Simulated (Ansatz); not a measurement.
Frontier orbitals of C₃H₄F₂ (`C=C(F)CF`).

Charge 0, multiplicity 1. The geometry is a stationary point of PBE0-D4/def2-TZVP. It is one conformer, not always the lowest. Basis def2-TZVPP, Ansatz.

| functional | HOMO (eV) | LUMO (eV) | gap (eV) |
| --- | --- | --- | --- |
| PBE | -6.43 | -0.78 | 5.65 |
| r2SCAN | -6.67 | -0.53 | 6.14 |
| B97M-V | -6.70 | -0.49 | 6.21 |
| PBE0 | -7.68 | 0.24 | 7.92 |
| BHLYP | -8.80 | 1.32 | 10.12 |
| ωB97M-V | -9.96 | 2.38 | 12.34 |
| HF | -10.42 | 4.07 | 14.49 |

From PBE to PBE0 the HOMO moves by −1.25 eV and the LUMO by +1.02 eV, and with ωB97M-V by −3.52 and +3.16 eV, so the gap grows from 5.65 to 12.33 eV with exact exchange. A positive LUMO is unbound and depends on the basis.
